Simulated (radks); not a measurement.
# Cl²⁺ in [Ne] 3s2 3p3: an all-electron calculation

Wanted: eigenvalues, radial structure and energy terms of the chlorine ion Cl2+.

Program: radks (a radial shooting solver on a logarithmic mesh, Libxc functionals) version 1. Level of theory: Dirac Kohn-Sham, PBEsol, spin-unpolarised, spherical densities, finite nucleus; open shells fill j = l - 1/2 first. These are calculated values, not measurements, unless marked.

## Step 1: What is computed

```
element            : chlorine (Z = 17)
charge             : +2
electrons          : 15
configuration      : [Ne] 3s2 3p3
nuclear rms radius : 3.3654 fm
```

## Step 2: The run

Input:

```text
Z 17
configuration [Ne] 3s2 3p3
relativity Dirac
functional pbe_sol,pbe_sol
spin unpolarised
j_filling energy
nucleus finite rms 3.3654 fm
c 137.035999084
```

The run is started by

```
> python run_ks.py task.json out
```

The same process makes all the runs of this session.

Q: Predict the outcome of this run.

**Answer**, as computed:

```
                        quantity                   value
                    total energy      -459.30596 hartree
exchange-correlation share of it                  5.79 %
                            −T/E                  1.0052
          highest occupied level       3p3/2, -31.556 eV
    most extended occupied level  3p3/2, <r> = 1.60 bohr
 radius at density 0.001 e/bohr³               3.29 bohr
    maxima of the radial density                       3
         ionisation energy, NIST     39.8 (semi-emp.) eV
```

**Reading.** The radial density shows 3 maxima for 3 occupied principal shells. Relativity lifts −T/E to 1.005. Minus the highest eigenvalue, 31.556 eV, is 79 % of the tabulated ionisation energy (39.8 eV); the potential of a semilocal functional falls off too fast, so its top eigenvalue is too shallow. Spin polarisation and multiplet splitting are left out.
